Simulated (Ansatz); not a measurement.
Gas-phase electronic energies from Ansatz, PBE0-D4/def2-TZVP geometries. CCSD(T)/CBS adds triple-zeta CCSD(T) − MP2 to the extrapolated MP2 energy (def2 sets, frozen cores). This one scheme is used for every species. Functionals use def2-TZVPP. B3LYP here is the variant with VWN-RPA as its local correlation; programs differ in this. One conformer a species, not always the lowest.

Reaction (hydrogenolysis of a C–F bond): `FCC(F)Cl` + H₂ → `CC(F)Cl` + H–F

CCSD(T)/CBS gives -119.2 kJ/mol.

**Question.** Another level gave -107.2 kJ/mol. Which?
A. PBE0-D4/def2-TZVPP
B. B3LYP-D4/def2-TZVPP
C. MP2/def2-TZVPP
D. CCSD/def2-TZVPP

**Answer.** B. B3LYP-D4 -107.2, MP2/def2-TZVPP -121.8, PBE0-D4 -113.4, CCSD/def2-TZVPP -117.5 kJ/mol.

Largest T1 diagnostic among the species: 0.011.

From PBE to PBE0 (25 % exact exchange), in def2-TZVPP and without D4, ΔE moves by −6.7 kJ/mol. Leaving LDA and LC-ωPBE aside and taking each functional with its dispersion term where it has one, the values, not all of them listed here, spread over 18.0 kJ/mol, from PBE-QIDH to BLYP-D4.
